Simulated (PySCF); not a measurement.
Compound: C5H5 (charge -1).
SMILES: `c1cc[cH-]c1`

Computed, not measured: PySCF 2.14.0, PBE0-D3(BJ)/def2-SVP geometry optimisation, gas phase.

Take the most abundant isotopes and a rigid rotor. 

**Question.** Give the principal moments of inertia and the rotational constants in GHz.

**Answer.** Ia = 56.62, Ib = 56.63, Ic = 113.25 u·Å²; 505379 MHz·u·Å²/I gives 8925, 8925 and 4463 MHz, that is A = 8.9253, B = 8.9249, C = 4.4626 GHz.

**Question.** What kind of rotor is it?

**Answer.** An oblate symmetric top, as the point group D5h requires two equal moments. Ray's parameter κ = (2B − A − C)/(A − C) = 1.000; −1 is the prolate and +1 the oblate limit.

**Question.** Is it planar, by Δ = Ic − Ia − Ib?

**Answer.** Planar: Δ = Ic − Ia − Ib = 0.00 u·Å². For a rigid frame Δ = −2 Σ m c², so it vanishes when all atoms lie in the ab plane; here none is more than 0.01 Å from it.

The point group D5h allows no dipole (computed: 0.00 D (about the centre of mass, as the species is charged)), so a rigid rotor has no electric-dipole lines.

Whether it is a minimum is left open (no frequencies). Constants of a rigid frame at the computed geometry: no zero-point averaging, no centrifugal distortion.

The run took 4.0 s of wall time on one thread of an AMD EPYC 9R45, shared host, and the process peaked at 0.43 GiB of memory. This is the geometry optimisation.
